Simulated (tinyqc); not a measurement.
Worked calculation: RKS/BP86 in the sto-3g basis, for H2O, spin multiplicity 1. One step of it, computed by the program tinyqc.

Task: Iteration 1: building the Kohn-Sham matrix. J_ij = sum D_kl (ij|kl); F = H + J + V_xc; E = tr D H + tr D J / 2 + E_xc + E_nn.

D at the start, order 1O 1s, 1O 2s, 1O 2px, 1O 2py, 1O 2pz, 2H 1s, 3H 1s:
```
[[2.125027, -0.537285, 0.000000, 0.000000, -0.023191, 0.046335, 0.046335],
 [-0.537285, 2.306728, 0.000000, 0.000000, 0.127596, -0.194760, -0.194760],
 [0.000000, 0.000000, 2.000000, 0.000000, 0.000000, 0.000000, 0.000000],
 [0.000000, 0.000000, 0.000000, 2.124642, 0.000000, -0.196280, 0.196280],
 [-0.023191, 0.127596, 0.000000, 0.000000, 2.084167, -0.152799, -0.152799],
 [0.046335, -0.194760, 0.000000, -0.196280, -0.152799, 0.044289, 0.008023],
 [0.046335, -0.194760, 0.000000, 0.196280, -0.152799, 0.008023, 0.044289]]
```

core Hamiltonian H = T + V (hartree), order 1O 1s, 1O 2s, 1O 2px, 1O 2py, 1O 2pz, 2H 1s, 3H 1s:
```
[[-32.428679, -7.543631, 0.000000, 0.000000, -0.011068, -0.771554, -0.771554],
 [-7.543631, -9.056243, 0.000000, 0.000000, -0.138399, -2.002496, -2.002496],
 [0.000000, 0.000000, -7.224234, 0.000000, 0.000000, 0.000000, 0.000000],
 [0.000000, 0.000000, 0.000000, -7.289737, 0.000000, -1.173869, 1.173869],
 [-0.011068, -0.138399, 0.000000, 0.000000, -7.274429, -1.057828, -1.057828],
 [-0.771554, -2.002496, 0.000000, -1.173869, -1.057828, -3.960207, -0.669388],
 [-0.771554, -2.002496, 0.000000, 1.173869, -1.057828, -0.669388, -3.960207]]
```

Two-electron integrals (ij|kl) in chemists' order, unique and non-zero (hartree):
```
(11|11) 4.785065    (21|11) 0.741380    (21|21) 0.136873    (22|11) 1.118947
(22|21) 0.256633    (22|22) 0.817206    (31|31) 0.024477    (32|31) 0.037809
(32|32) 0.180518    (33|11) 1.115814    (33|21) 0.256684    (33|22) 0.817023
(33|33) 0.880159    (41|41) 0.024477    (42|41) 0.037809    (42|42) 0.180518
(43|43) 0.047444    (44|11) 1.115814    (44|21) 0.256684    (44|22) 0.817023
(44|33) 0.785270    (44|44) 0.880159    (51|51) 0.024477    (52|51) 0.037809
(52|52) 0.180518    (53|53) 0.047444    (54|54) 0.047444    (55|11) 1.115814
(55|21) 0.256684    (55|22) 0.817023    (55|33) 0.785270    (55|44) 0.785270
(55|55) 0.880159    (61|11) 0.075922    (61|21) 0.013916    (61|22) 0.025987
(61|33) 0.025939    (61|41) 0.000459    (61|42) 0.000871    (61|44) 0.026022
(61|51) 0.000402    (61|52) 0.000763    (61|54) 0.000073    (61|55) 0.026003
(61|61) 0.001431    (62|11) 0.215106    (62|21) 0.050089    (62|22) 0.180547
(62|33) 0.177308    (62|41) 0.002800    (62|42) 0.022935    (62|44) 0.182706
(62|51) 0.002451    (62|52) 0.020077    (62|54) 0.004725    (62|55) 0.181445
(62|61) 0.005201    (62|62) 0.052729    (63|31) 0.004854    (63|32) 0.029638
(63|43) 0.004557    (63|53) 0.003989    (63|63) 0.006925    (64|11) 0.126594
(64|21) 0.029825    (64|22) 0.114864    (64|33) 0.109890    (64|41) 0.006287
(64|42) 0.043137    (64|44) 0.122217    (64|51) 0.001255    (64|52) 0.011816
(64|54) 0.006802    (64|55) 0.112352    (64|61) 0.003208    (64|62) 0.040859
(64|64) 0.038259    (65|11) 0.110818    (65|21) 0.026109    (65|22) 0.100550
(65|33) 0.096196    (65|41) 0.001255    (65|42) 0.011816    (65|44) 0.099008
(65|51) 0.005952    (65|52) 0.039982    (65|54) 0.007019    (65|55) 0.106330
(65|61) 0.002808    (65|62) 0.035768    (65|64) 0.027430    (65|65) 0.030936
(66|11) 0.402792    (66|21) 0.095253    (66|22) 0.395911    (66|33) 0.381873
(66|41) 0.005910    (66|42) 0.068886    (66|44) 0.405480    (66|51) 0.005174
(66|52) 0.060302    (66|54) 0.020665    (66|55) 0.399963    (66|61) 0.009930
(66|62) 0.156807    (66|64) 0.139049    (66|65) 0.121721    (66|66) 0.774606
(71|11) 0.075922    (71|21) 0.013916    (71|22) 0.025987    (71|33) 0.025939
(71|41) -0.000459   (71|42) -0.000871   (71|44) 0.026022    (71|51) 0.000402
(71|52) 0.000763    (71|54) -0.000073   (71|55) 0.026003    (71|61) 0.001413
(71|62) 0.005056    (71|64) 0.002897    (71|65) 0.002734    (71|66) 0.009614
(71|71) 0.001431    (72|11) 0.215106    (72|21) 0.050089    (72|22) 0.180547
(72|33) 0.177308    (72|41) -0.002800   (72|42) -0.022935   (72|44) 0.182706
(72|51) 0.002451    (72|52) 0.020077    (72|54) -0.004725   (72|55) 0.181445
(72|61) 0.005056    (72|62) 0.041570    (72|64) 0.022571    (72|65) 0.027398
(72|66) 0.098760    (72|71) 0.005201    (72|72) 0.052729    (73|31) 0.004854
(73|32) 0.029638    (73|43) -0.004557   (73|53) 0.003989    (73|63) 0.005253
(73|73) 0.006925    (74|11) -0.126594   (74|21) -0.029825   (74|22) -0.114864
(74|33) -0.109890   (74|41) 0.006287    (74|42) 0.043137    (74|44) -0.122217
(74|51) -0.001255   (74|52) -0.011816   (74|54) 0.006802    (74|55) -0.112352
(74|61) -0.002897   (74|62) -0.022571   (74|64) -0.007385   (74|65) -0.014635
(74|66) -0.050469   (74|71) -0.003208   (74|72) -0.040859   (74|74) 0.038259
(75|11) 0.110818    (75|21) 0.026109    (75|22) 0.100550    (75|33) 0.096196
(75|41) -0.001255   (75|42) -0.011816   (75|44) 0.099008    (75|51) 0.005952
(75|52) 0.039982    (75|54) -0.007019   (75|55) 0.106330    (75|61) 0.002734
(75|62) 0.027398    (75|64) 0.014635    (75|65) 0.023050    (75|66) 0.070685
(75|71) 0.002808    (75|72) 0.035768    (75|74) -0.027430   (75|75) 0.030936
(76|11) 0.064614    (76|21) 0.015212    (76|22) 0.060497    (76|33) 0.058974
(76|44) 0.059988    (76|51) 0.001094    (76|52) 0.011140    (76|55) 0.062463
(76|61) 0.001566    (76|62) 0.018222    (76|64) 0.012392    (76|65) 0.013945
(76|66) 0.060469    (76|71) 0.001566    (76|72) 0.018222    (76|74) -0.012392
(76|75) 0.013945    (76|76) 0.008463    (77|11) 0.402792    (77|21) 0.095253
(77|22) 0.395911    (77|33) 0.381873    (77|41) -0.005910   (77|42) -0.068886
(77|44) 0.405480    (77|51) 0.005174    (77|52) 0.060302    (77|54) -0.020665
(77|55) 0.399963    (77|61) 0.009614    (77|62) 0.098760    (77|64) 0.050469
(77|65) 0.070685    (77|66) 0.269198    (77|71) 0.009930    (77|72) 0.156807
(77|74) -0.139049   (77|75) 0.121721    (77|76) 0.060469    (77|77) 0.774606
```

nuclear repulsion = 6.77765281 hartree

V_xc (hartree), order 1O 1s, 1O 2s, 1O 2px, 1O 2py, 1O 2pz, 2H 1s, 3H 1s:
```
[[-3.125738, -0.434850, 0.000000, 0.000000, -0.000621, -0.044910, -0.044910],
 [-0.434850, -0.851304, 0.000000, 0.000000, -0.002873, -0.156748, -0.156748],
 [0.000000, 0.000000, -0.847177, 0.000000, 0.000000, 0.000000, 0.000000],
 [0.000000, 0.000000, 0.000000, -0.842442, 0.000000, -0.088289, 0.088289],
 [-0.000621, -0.002873, 0.000000, 0.000000, -0.846855, -0.077902, -0.077902],
 [-0.044910, -0.156748, 0.000000, -0.088289, -0.077902, -0.178413, -0.037651],
 [-0.044910, -0.156748, 0.000000, 0.088289, -0.077902, -0.037651, -0.178413]]
```

E_xc = sum of w rho eps_xc = -10.24044782 hartree

Give: Coulomb J; Kohn-Sham matrix F; total energy of this density.

Result:

Coulomb J (hartree), order 1O 1s, 1O 2s, 1O 2px, 1O 2py, 1O 2pz, 2H 1s, 3H 1s:
```
[[18.5968, 3.5469, 0.0000, 0.0000, 0.0025, 0.3609, 0.3609],
 [3.5469, 8.8084, 0.0000, 0.0000, 0.0006, 1.8774, 1.8774],
 [0.0000, 0.0000, 8.8017, 0.0000, 0.0000, 0.0000, 0.0000],
 [0.0000, 0.0000, 0.0000, 8.8001, 0.0000, 1.1722, -1.1722],
 [0.0025, 0.0006, 0.0000, 0.0000, 8.8000, 1.0253, 1.0253],
 [0.3609, 1.8774, 0.0000, 1.1722, 1.0253, 3.9571, 0.6122],
 [0.3609, 1.8774, 0.0000, -1.1722, 1.0253, 0.6122, 3.9571]]
```

Kohn-Sham matrix F (hartree), order 1O 1s, 1O 2s, 1O 2px, 1O 2py, 1O 2pz, 2H 1s, 3H 1s:
```
[[-16.9576, -4.4316, 0.0000, 0.0000, -0.0092, -0.4555, -0.4555],
 [-4.4316, -1.0991, 0.0000, 0.0000, -0.1407, -0.2819, -0.2819],
 [0.0000, 0.0000, 0.7303, 0.0000, 0.0000, 0.0000, 0.0000],
 [0.0000, 0.0000, 0.0000, 0.6679, 0.0000, -0.0900, 0.0900],
 [-0.0092, -0.1407, 0.0000, 0.0000, 0.6787, -0.1104, -0.1104],
 [-0.4555, -0.2819, 0.0000, -0.0900, -0.1104, -0.1815, -0.0948],
 [-0.4555, -0.2819, 0.0000, 0.0900, -0.1104, -0.0948, -0.1815]]
```

total energy of this density = -73.625202 hartree
